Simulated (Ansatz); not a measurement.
# Property card for Ta$_{3}$Ru

Level of theory: DFT r2SCAN, scalar-relativistic, plane waves, PAW (Ansatz 0.2.0).

Settings: cutoff 500 eV, Γ-centred mesh 16×16×6 on the computed 4-atom cell, Gaussian smearing of 0.10 eV; no spin polarisation.

The structure is relaxed at this level of theory with its symmetry kept. Whether it is the stable form of this composition wasn't checked.

```
CELL_PARAMETERS angstrom
1.65480 -2.33546 0.00000
1.65480 2.33546 0.00000
0.00000 0.00000 8.74040
ATOMIC_POSITIONS crystal
Ta 0.50000 0.50000 0.76434
Ta 0.00000 0.00000 0.50000
Ta 0.50000 0.50000 0.23566
Ru 0.00000 0.00000 0.00000
```

* Space group: Cmmm (No. 65)
* Volume per atom: 16.89 Å³
* Formation energy from the elements' standard states (uncorrected): -0.121 eV/atom
* Generalised Kohn–Sham band gap: none (metal)
* Density of states at the Fermi level: 3.68 states/eV per cell
* Löwdin character within 0.5 eV of the Fermi level: Ta 5d 59 %, Ru 4d 30 %, unprojected 5 %
* Bader charges (e): Ta (2 in the cell) 0.42, Ta (1 in the cell) 0.06, Ru (1 in the cell) -0.89

Spin-orbit coupling is left out, which matters for the bands of heavy elements.